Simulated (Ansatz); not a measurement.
**C₃H₅NS: basis-set convergence**

How large a basis does C₃H₅NS need? Two functionals are run in growing sets.

Computed with Ansatz 0.2.0, Gaussian basis. Level: one geometry, several basis sets.

Levels to be run: PBE0-D4/def2-SVP; ωB97M-V/def2-SVP; PBE0-D4/def2-QZVPP; ωB97M-V/def2-QZVPP; the functionals' def2-TZVPP values are taken from earlier runs.

### 1 Structure used throughout

All runs share one geometry, relaxed beforehand with PBE0-D4 in a triple-zeta def2 set.

10 atoms, charge 0, spin multiplicity 1.

Atoms are counted from 1 here; the program's logs count them from 0.

Bond lengths: C1–C2 1.476 Å, C1–H6 1.093 Å, C1–H7 1.090 Å, C1–H8 1.093 Å, C2–N3 1.282 Å, C2–S5 1.765 Å, N3–C4 1.451 Å, C4–S5 1.846 Å, C4–H9 1.090 Å, C4–H10 1.090 Å. Angles: C2–C1–H6 110.6°, C2–C1–H7 109.1°, C2–C1–H8 110.6°, H6–C1–H7 109.4°, H6–C1–H8 107.7°, H7–C1–H8 109.4°, C1–C2–N3 128.5°, C1–C2–S5 128.9°, N3–C2–S5 102.6°, C2–N3–C4 96.2°, N3–C4–S5 92.5°, N3–C4–H9 113.6°, N3–C4–H10 113.6°, S5–C4–H9 112.5°, S5–C4–H10 112.5°, H9–C4–H10 111.0°, C2–S5–C4 68.7°.

### 2 PBE0-D4 in def2-SVP

in.yaml

```yaml
crystal:
  periodic: [false, false, false]
  atoms:
    - {symbol: C, position_ang: [-1.318995, -0.959553, -0.438089]}
    - {symbol: C, position_ang: [-0.185918, -0.086241, -0.072695]}
    - {symbol: N, position_ang: [0.932789, -0.412294, 0.460990]}
    - {symbol: C, position_ang: [1.482410, 0.930279, 0.505136]}
    - {symbol: S, position_ang: [-0.030178, 1.662200, -0.258629]}
    - {symbol: H, position_ang: [-2.222479, -0.661613, 0.099260]}
    - {symbol: H, position_ang: [-1.071297, -1.990886, -0.185592]}
    - {symbol: H, position_ang: [-1.529861, -0.888392, -1.507754]}
    - {symbol: H, position_ang: [2.368601, 1.059063, -0.117079]}
    - {symbol: H, position_ang: [1.658026, 1.296137, 1.517251]}
basis:
  gaussian: {orbitals: def2-SVP}
hamiltonian: {xc: pbe0, dispersion: d4}
output: {orbitals: {seedname: orbitals}}
```

Further steps of the session: ωB97M-V in def2-SVP; PBE0-D4 in def2-QZVPP; ωB97M-V in def2-QZVPP.

Q: Predict the results of all the runs planned. Wanted: PBE0-D4: double and triple zeta above quadruple; ωB97M-V: double and triple zeta above quadruple.

As calculated:

| quantity | value |
| --- | --- |
| PBE0-D4: double and triple zeta above quadruple | 9.61, 0.59 eV |
| ωB97M-V: double and triple zeta above quadruple | 9.78, 0.56 eV |

In words: PBE0-D4 gains 9.02 eV from double to triple zeta, then 0.59 eV more. Total energies overstate the basis error of differences, where much of it tends to cancel. The LUMO of ωB97M-V is positive and keeps falling with the basis (2.35 to 1.32 eV): an unbound level that the basis holds in place.
